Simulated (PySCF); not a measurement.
One molecule, one basis, several functionals.

Carbon suboxide, C₃O₂.
SMILES: `O=C=C=C=O`

PySCF, def2-SVPD basis, density fitting, gas phase, PBE0-D3(BJ)/def2-SVP geometry; singlet excitations by full TDDFT with frozen cores, triplets by Tamm–Dancoff TDDFT and ionisation energies by ΔSCF, from the lowest of the holes tried. One functional is left out:

```csv
functional,exact exchange (%),HOMO energy (eV),LUMO energy (eV),lowest singlet excitation (eV),lowest triplet excitation (eV),mean polarisability (au),vertical ionisation energy (eV)
LDA,0,-7.51,-3.06,4.45,3.96,44.7,11.10
PBE,0,-7.28,-2.79,4.49,3.89,44.6,10.78
PBE0,25,-8.48,-1.95,4.44,3.83,44.0,10.84
BHandHLYP,50,-9.55,-0.96,4.35,3.82,43.6,10.73
```

Problem. Predict the row of B3LYP (20 % exact exchange) by straight lines through the other rows, and check it.

Solution. 
```json
{"property": "HOMO energy (eV)", "line": "-8.26", "computed": "-8.25", "computed − line": "+0.01", "PBE0 (25 %), for comparison": "-8.48"}
{"property": "LUMO energy (eV)", "line": "-2.14", "computed": "-2.17", "computed − line": "-0.03", "PBE0 (25 %), for comparison": "-1.95"}
{"property": "lowest singlet excitation (eV)", "line": "4.43", "computed": "4.42", "computed − line": "-0.01", "PBE0 (25 %), for comparison": "4.44"}
{"property": "lowest triplet excitation (eV)", "line": "3.87", "computed": "3.85", "computed − line": "-0.02", "PBE0 (25 %), for comparison": "3.83"}
{"property": "mean polarisability (au)", "line": "44.2", "computed": "44.3", "computed − line": "+0.1", "PBE0 (25 %), for comparison": "44.0"}
{"property": "vertical ionisation energy (eV)", "line": "10.86", "computed": "10.87", "computed − line": "+0.01", "PBE0 (25 %), for comparison": "10.84"}
```

Problem. Which of these properties follows the share of exact exchange most closely, and which least?

Solution. Most closely the HOMO energy, least the vertical ionisation energy; the correlations over the tabulated rows are HOMO energy -0.996, LUMO energy 0.993, mean polarisability -0.990, lowest singlet excitation -0.928, lowest triplet excitation -0.836, vertical ionisation energy -0.608. The HOMO energy moves by -0.431 eV for every 10 %. Functionals with the same share still differ in their other parts: at 0 % LDA and PBE differ by 0.23 eV in it.
